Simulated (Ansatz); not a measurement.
# BH− (quartet): RPA-PBE over a scan of the distance B1–H2, aug-cc-pVDZ

Aim: run BH− (quartet) with these functionals over a scan of the distance B1–H2, and hold them against the top wave-function level at the same points.

Program: Ansatz 0.2.0, Gaussian basis. Level of theory: aug-cc-pVDZ, all electrons in the functionals, frozen cores in the correlation of double hybrids and RPA. These are calculated values, not measurements.

To be run: RPA-PBE, at 0.977 Å; 1.069 Å; 1.206 Å; 1.352 Å; 1.485 Å; 1.651 Å; 1.910 Å; 2.262 Å; 2.601 Å; 3.204 Å; 4.202 Å.

17 further runs of the same task are left out: 11 that didn't finish, 6 set aside as unsound or not needed.

### Step 1. The geometry

The geometry derives from a PBE0/def2-TZVPD stationary point (not a proven minimum). One bond is set to the value named and the two fragments are kept rigid.

2 atoms, charge -1, spin multiplicity 4.

Atoms are counted from 1 here; the program's logs count them from 0.

Bond lengths: B1–H2 1.206 Å.

No dispersion term is added.

The geometry shown and the zero of energy belong to the point 1.206 Å. The yardstick, FCI, and other wave-function levels (R restricted, U unrestricted, valence and pair active spaces) come from earlier runs.

### Step 2. RPA-PBE, 0.977 Å

The input, in.yaml:

```yaml
crystal:
  periodic: [false, false, false]
  atoms:
    - {symbol: B, position_ang: [0.000000, 0.000000, 0.000000]}
    - {symbol: H, position_ang: [0.000000, 0.000000, 0.977000]}
basis:
  gaussian: {orbitals: aug-cc-pVDZ}
total_charge: -1
magnetization: {spin_polarized: true, initial_magnetization: 3}
hamiltonian: {xc: {name: PBE}}
correlation: {method: rpa, electrons: outside_noble_gas}
```

Run with:

```sh
> ansatz run in.yaml --threads 1 --pin off --events-out ev --progress --plain --max-ram 2393MiB
```

Further steps of the session: RPA-PBE, 1.069 Å; RPA-PBE, 1.206 Å; RPA-PBE, 1.352 Å; RPA-PBE, 1.485 Å; RPA-PBE, 1.651 Å; RPA-PBE, 1.910 Å; RPA-PBE, 2.262 Å; RPA-PBE, 2.601 Å; RPA-PBE, 3.204 Å; RPA-PBE, 4.202 Å.

**Question.** What will the summary of the whole plan be? Wanted: span of the FCI curve; largest miss, RPA-PBE.

As calculated:

| quantity | value |
| --- | --- |
| span of the FCI curve | 57.2 kcal/mol |
| largest miss, RPA-PBE | -6.1 kcal/mol (4.202 Å) |

What this shows: RPA-PBE strays by up to 6.1 kcal/mol, at 4.202 Å. Functionals and the yardstick converge differently with the basis, so part of each miss in aug-cc-pVDZ is the basis.
